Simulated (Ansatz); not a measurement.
**singlet CH5BN+: levels of theory compared**

Aim: a comparison of 6 runs (HF/def2-SVPD, B3LYP/6-31G*, BHLYP/def2-SVPD, CAM-B3LYP/def2-SVPD, RPA@PBE/def2-SVPD, CCSD(T)/def2-SVPD) of singlet CH5BN+. 

The calculation is run with Ansatz 0.2.0.

61 further runs of the same task are left out: 61 set aside as unsound or not needed.

### 1 The structure to begin with

CH5BN+ has 8 atoms, charge +1, and is taken as a singlet. SMILES of the parent species: `B[N]C`. The coordinates come from a PBE0-D4/def2-TZVP relaxation. That shape belongs to the parent species and isn't relaxed for this state.

Bond lengths: B1–N2 1.332 Å, N2–C3 1.390 Å, B1–H4 1.210 Å, B1–H5 1.203 Å, C3–H6 1.096 Å, C3–H7 1.096 Å, C3–H8 1.102 Å. Angles: B1–N2–C3 164.6°, N2–B1–H4 118.7°, N2–B1–H5 121.1°, N2–C3–H6 112.2°, N2–C3–H7 112.2°, N2–C3–H8 109.0°, H4–B1–H5 120.3°, H6–C3–H7 109.2°, H6–C3–H8 107.0°, H7–C3–H8 107.0°.

### 2 A single-point energy at HF/def2-SVPD (run 1)

Contents of input.yaml:

```yaml
crystal:
  periodic: [false, false, false]
  atoms:
    - {symbol: B, position_ang: [-0.373900, 1.096100, -0.965000]}
    - {symbol: "N", position_ang: [0.058500, 0.275600, -0.008700]}
    - {symbol: C, position_ang: [0.339600, -0.835900, 0.776800]}
    - {symbol: H, position_ang: [-1.007800, 0.632300, -1.885400]}
    - {symbol: H, position_ang: [-0.143000, 2.276400, -0.921600]}
    - {symbol: H, position_ang: [-0.096400, -0.755000, 1.778600]}
    - {symbol: H, position_ang: [1.416200, -1.018200, 0.865300]}
    - {symbol: H, position_ang: [-0.101000, -1.728600, 0.304400]}
basis:
  gaussian: {orbitals: def2-SVPD}
total_charge: 1
hamiltonian: {xc: hf}
accuracy: high
output: {orbitals: {seedname: orbitals}}
```

Run with:

```sh
ansatz run input.yaml --threads 1 --pin off --max-ram 3480MiB --events-out events.jsonl --progress --plain --runs-dir runs
```

Output:

```text
Warning: RAYON_NUM_THREADS=1 ignored (pool sized by the plan → 1); use --threads N
Functional definition: HF
  name "HF"
  exchange = exact_x
  correlation = 0
2079 factors; integrals over basis functions are off by at most 3.1e-9 eV
mean field evaluation 1: about -3243.5295 eV, gradient 4.5e1 eV
mean field evaluation 2: about -3243.5310 eV, gradient 4.5e1 eV
mean field evaluation 4: about -3249.8596 eV, gradient 5.5e0 eV
mean field evaluation 8: about -3250.2103 eV, gradient 5.9e-2 eV
mean field evaluation 16: about -3238.3510 eV, gradient 1.9e1 eV
mean field -3250.21031568 eV, -119.4430260296 hartree, gradient 3.4e-8 eV, S^2 0.000000; 0 other end points of the search recorded, 0 dependent functions left out
reference -3250.21031568 eV, -119.4430260296 hartree; 11, 11 occupied and 89, 89 virtual orbitals, 2079 factors
Total energy: -3250.21031568 eV, -119.4430260296 hartree
```

Wall time 5.1 s (1 thread of Arm Neoverse N1, shared host); peak memory 0.25 GiB.

### 3 A single-point energy at B3LYP/6-31G(d) (Cartesian functions) (run 2)

input.yaml: that of step 2 with these lines changed.

```diff
@@ -4,3 +4,3 @@
     - {symbol: B, position_ang: [-0.373900, 1.096100, -0.965000]}
-    - {symbol: "N", position_ang: [0.058500, 0.275600, -0.008700]}
+    - {symbol: N, position_ang: [0.058500, 0.275600, -0.008700]}
     - {symbol: C, position_ang: [0.339600, -0.835900, 0.776800]}
@@ -12,6 +12,9 @@
 basis:
-  gaussian: {orbitals: def2-SVPD}
+  gaussian:
+    orbitals: "6-31G*"
 total_charge: 1
-hamiltonian: {xc: hf}
+hamiltonian:
+  xc: {name: B3LYP}
 accuracy: high
-output: {orbitals: {seedname: orbitals}}
+output:
+  orbitals: {seedname: orbitals}
```

Run with:

```sh
ansatz run input.yaml --threads 1 --pin off --max-ram 3480MiB --events-out events.jsonl --progress --plain --runs-dir runs
```

Output:

```text
Warning: RAYON_NUM_THREADS=1 ignored (pool sized by the plan → 1); use --threads N
Functional definition: B3LYP
  name "B3LYP"
  parameter a0 = 0.2
  parameter ax = 0.72
  parameter ac = 0.81
  exchange = (1 - a0 - ax)*slater_x + ax*b88_x + a0*exact_x
  correlation = (1 - ac)*vwn_rpa_c + ac*lyp_c
1244 factors; integrals over basis functions are off by at most 2.9e-9 eV
mean field evaluation 1: about -3258.0527 eV, gradient 8.2e1 eV
mean field evaluation 2: about -3213.5326 eV, gradient 1.4e2 eV
mean field evaluation 4: about -3274.0722 eV, gradient 1.5e1 eV
mean field evaluation 8: about -3274.5098 eV, gradient 3.1e-1 eV
mean field evaluation 16: about -3274.5100 eV, gradient 9.8e-6 eV
mean field -3274.51002432 eV, -120.3360238513 hartree, gradient 7.1e-8 eV, S^2 0.000000; 0 other end points of the search recorded, 0 dependent functions left out
reference -3274.51005626 eV, -120.3360250250 hartree; 11, 11 occupied and 44, 44 virtual orbitals, 1244 factors
Total energy: -3274.51005626 eV, -120.3360250250 hartree
```

Wall time 4.5 s (1 thread of Arm Neoverse N1, shared host); peak memory 0.14 GiB.

Runs 3 to 5 aren't shown in full; the table further down has their settings and results.

### 4 The energy at CCSD(T)/def2-SVPD (run 6)

Contents of in.yaml:

```yaml
crystal:
  periodic: [false, false, false]
  atoms:
    - {symbol: B, position_ang: [-0.373900, 1.096100, -0.965000]}
    - {symbol: "N", position_ang: [0.058500, 0.275600, -0.008700]}
    - {symbol: C, position_ang: [0.339600, -0.835900, 0.776800]}
    - {symbol: H, position_ang: [-1.007800, 0.632300, -1.885400]}
    - {symbol: H, position_ang: [-0.143000, 2.276400, -0.921600]}
    - {symbol: H, position_ang: [-0.096400, -0.755000, 1.778600]}
    - {symbol: H, position_ang: [1.416200, -1.018200, 0.865300]}
    - {symbol: H, position_ang: [-0.101000, -1.728600, 0.304400]}
basis:
  gaussian: {orbitals: def2-SVPD}
total_charge: 1
correlation: {method: ccsd_t, frozen_orbitals: {B: 1, C: 1, H: 0, "N": 1}}
accuracy: high
scf: {omitted_lower_state_checks: [cluster_reference, increment]}
```

Run with:

```sh
ansatz run in.yaml --threads 1 --pin off --max-ram 3480MiB --events-out events.jsonl --progress --plain --runs-dir runs
```

Output:

```text
Warning: RAYON_NUM_THREADS=1 ignored (pool sized by the plan → 1); use --threads N
[... 12 lines left out ...]
3 core orbitals not correlated: weight in the atoms' cores, before any rotation towards them, 1.000 or more for the frozen orbitals, at most 0.000 for the correlated occupied ones
[... 33 lines left out ...]
Total energy: -3262.48653874 eV, -119.8941689060 hartree
Checks for a lower state left out: cluster_reference, increment
```

Run time: 41 s. Hardware: 1 thread of Arm Neoverse N1, shared host; peak memory 0.81 GiB.

### 5 Overview of the runs

| run | level | Cartesian functions | frozen core orbitals | energy (Eh) | HOMO energy (eV) | LUMO energy (eV) | HOMO–LUMO gap (eV) | wall time |
| --- | --- | --- | --- | --- | --- | --- | --- | --- |
| 1 | HF/def2-SVPD | no | – | -119.443026 | -19.45 | -7.48 | 11.97 | 5.1 s |
| 2 | B3LYP/6-31G* (Cartesian functions) | yes | – | -120.336025 | -15.01 | -11.81 | 3.19 | 4.5 s |
| 3 | BHLYP/def2-SVPD | no | – | -120.157336 | -16.87 | -10.56 | 6.31 | 10 s |
| 4 | CAM-B3LYP/def2-SVPD | no | – | -120.163751 | -16.81 | -10.52 | 6.30 | 12 s |
| 5 | RPA@PBE/def2-SVPD | no | 3 | -120.100775 | – | – | – | 19 s |
| 6 | CCSD(T)/def2-SVPD | no | 3 | -119.894169 | – | – | – | 41 s |

### 6 Outcome

| quantity | value |
| --- | --- |
| run 6: total energy | -119.89417 Eh |
| run 6: correlation energy (3 core orbitals frozen) | -451.1 mEh |
| run 6: (T) correction | -18.97 mEh |
| run 6: T1 diagnostic | 0.044 |

In words: Over runs 1, 2, 3, 4 the HOMO–LUMO gap runs from 3.19 eV (B3LYP/6-31G*) to 11.97 eV (HF/def2-SVPD). The two ends differ in method and basis. Totals of different functionals can't be ranked against each other. In run 6 the T1 diagnostic is large, so a single reference may not serve. In run 6 the log says that unrestricted orbitals would lower the reference, so the values rest on an unstable closed-shell determinant (other closed-shell runs at this shape may share the fault). All runs together took 91 s, the longest 41 s.
